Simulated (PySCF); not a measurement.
# One shape, several levels: SiH2O (oxosilane)

Wanted: a comparison of 4 runs (HF/STO-3G, B3LYP/6-31G*, PBE0/def2-SVP, SVWN5/cc-pVDZ) of SiH2O (oxosilane). Input form: a Python script.

The calculation is run with PySCF 2.14.0.

## Step 1: The system as given

SiH2O: 4 atoms, total charge 0, spin state singlet. SMILES: `O=[SiH2]`. The coordinates come from a PBE0-D4/def2-TZVP relaxation.

Bond lengths: O1–Si2 1.516 Å, Si2–H3 1.485 Å, Si2–H4 1.486 Å. Angles: O1–Si2–H3 124.0°, O1–Si2–H4 124.0°, H3–Si2–H4 111.9°.

## Step 2: Energy and forces at HF/STO-3G (run 1)

File input.py:

```python
from pyscf import gto

mol = gto.M(
    atom='''
O       -0.283200       0.413500       1.469500
Si      -0.006700       0.009800       0.034900
H        0.439900      -1.346000      -0.376200
H       -0.150000       0.922700      -1.128300
''',
    verbose=4,
    basis='sto-3g',
    spin=0,
    max_memory=1860,
)

mf = mol.RHF()
mf.conv_tol = 1e-10
mf.kernel()
if not mf.converged:
    mf = mf.newton().run(mf.mo_coeff, mf.mo_occ)

e_final = mf.e_tot
print('E = %.10f Eh' % e_final)
grad = mf.nuc_grad_method().kernel()
mf.analyze()
```

The run is started by

```bash
$ OMP_NUM_THREADS=1 python input.py
```

Log:

```text
PySCF version 2.14.0

[... 71 lines left out ...]
Total Energy =                        -360.506586783617820
[... 2 lines left out ...]
Two-electron Energy =                  194.472530569631800
[... 4 lines left out ...]
MO #1   energy= -67.9696225035722  occ= 2
[... 2 lines left out ...]
MO #4   energy= -3.99275384122741  occ= 2
[... 2 lines left out ...]
MO #7   energy= -1.15941608210605  occ= 2
[... 2 lines left out ...]
MO #10  energy= -0.375732393517131 occ= 2
[... 2 lines left out ...]
MO #13  energy= 0.268414615871901  occ= 0
[... 2 lines left out ...]
MO #16  energy= 0.70109956659727   occ= 0
[... 23 lines left out ...]
Dipole moment(X, Y, Z, Debye):  0.40688, -0.59408, -2.11064
```

Run time: 1.8 s. Hardware: 1 thread of Intel Xeon at 2.70GHz, shared host; peak memory 0.12 GiB.

## Step 3: Energy and forces at B3LYP/6-31G(d) (Cartesian functions) (run 2)

File mol.xyz:

```xyz
4
H2OSi
O     -0.283200     0.413500     1.469500
Si    -0.006700     0.009800     0.034900
H      0.439900    -1.346000    -0.376200
H     -0.150000     0.922700    -1.128300
```

File job.py:

```python
from pyscf import gto, dft

mol = gto.Mole()
mol.atom = 'mol.xyz'
mol.cart = True
mol.charge = 0
mol.spin = 0
mol.verbose = 4
mol.basis = '6-31g*'
mol.max_memory = 1860
mol.build()

myscf = dft.RKS(mol)
myscf.xc = 'b3lyp'
myscf.grids.level = 5
myscf.conv_tol = 1e-10
myscf.kernel()
if not myscf.converged:
    myscf = myscf.newton().run(myscf.mo_coeff, myscf.mo_occ)

etot = myscf.e_tot
print('E = %.10f Eh' % etot)
grad = myscf.nuc_grad_method().kernel()
myscf.analyze()
```

The run is started by

```bash
$ OMP_NUM_THREADS=1 python job.py
```

Log:

```text
PySCF version 2.14.0

[... 88 lines left out ...]
Nuclear Repulsion Energy =              52.484790019236300
[... 7 lines left out ...]
MO #2   energy= -19.1216706877585  occ= 2
[... 5 lines left out ...]
MO #8   energy= -0.526552725784515 occ= 2
[... 5 lines left out ...]
MO #14  energy= 0.00443827744805469 occ= 0
[... 5 lines left out ...]
MO #20  energy= 0.371738006624954  occ= 0
[... 5 lines left out ...]
MO #26  energy= 0.960969596208441  occ= 0
[... 5 lines left out ...]
MO #32  energy= 1.83698358297039   occ= 0
[... 5 lines left out ...]
MO #38  energy= 3.58124525688605   occ= 0
[... 45 lines left out ...]
Dipole moment(X, Y, Z, Debye):  0.61924, -0.90413, -3.21232
```

It took 7.5 s on 1 thread of Intel Xeon at 2.70GHz, shared host; peak memory 0.42 GiB.

Run 3 isn't shown in full; the table further down has it.

## Step 4: Energy and gradient at SVWN5/cc-pVDZ (run 4)

File job.py:

```python
from pyscf import gto, dft

mol = gto.M(
    atom=[
    ('O', (-0.283200, 0.413500, 1.469500)),
    ('Si', (-0.006700, 0.009800, 0.034900)),
    ('H', (0.439900, -1.346000, -0.376200)),
    ('H', (-0.150000, 0.922700, -1.128300)),
],
    spin=0,
    basis='cc-pvdz',
    verbose=4,
    charge=0,
    max_memory=1860,
)

mf = dft.RKS(mol, xc='svwn')
mf.grids.level = 5
mf.conv_tol = 1e-10
mf.kernel()
if not mf.converged:
    mf = mf.newton().run(mf.mo_coeff, mf.mo_occ)

e_tot = mf.e_tot
print('E = %.10f Eh' % e_tot)
grad = mf.nuc_grad_method().kernel()
dip = mf.dip_moment()
pop, q = mf.mulliken_pop()
```

The run is started by

```bash
$ OMP_NUM_THREADS=1 python job.py
```

Log:

```text
PySCF version 2.14.0

[... 76 lines left out ...]
converged SCF energy = -364.17453701061
[... 12 lines left out ...]
Dipole moment(X, Y, Z, Debye):  0.56588, -0.82622, -2.93556
[... 47 lines left out ...]
charge of    3H =     -0.02143
```

It took 4.5 s on 1 thread of Intel Xeon at 2.70GHz, shared host; peak memory 0.26 GiB.

## Step 5: Overview of the runs

| run | level | Cartesian functions | integration grid | energy (Eh) | dipole moment (D) | HOMO energy (eV) | LUMO energy (eV) | wall time |
| --- | --- | --- | --- | --- | --- | --- | --- | --- |
| 1 | HF/STO-3G | no | – | -360.506587 | 2.23 | -7.97 | 7.30 | 1.8 s |
| 2 | B3LYP/6-31G* (Cartesian functions) | yes | 5 | -365.897392 | 3.39 | -7.80 | -2.04 | 7.5 s |
| 3 | PBE0/def2-SVP | no | 5 | -365.532161 | 3.38 | -8.13 | -1.91 | 6 s |
| 4 | SVWN5/cc-pVDZ | no | 5 | -364.174537 | 3.10 | -6.62 | -3.02 | 4.5 s |

## Step 6: Summary of results

```
                       quantity          value
            run 4: total energy  -364.17454 Eh
           run 4: dipole moment         3.10 D
             run 4: HOMO energy       -6.62 eV
             run 4: LUMO energy       -3.02 eV
           run 4: HOMO–LUMO gap        3.60 eV
run 4: largest force on an atom     2.253 eV/Å
```

In words: The dipole moment (its size) runs from 2.23 D (HF/STO-3G) to 3.39 D (B3LYP/6-31G*). The two ends differ in method and basis. The HOMO–LUMO gap runs from 3.60 eV (SVWN5/cc-pVDZ) to 15.28 eV (HF/STO-3G). Totals of different functionals can't be ranked against each other. In run 1 the basis is minimal, so the values are rough. All runs together took 20 s, the longest 7.5 s.
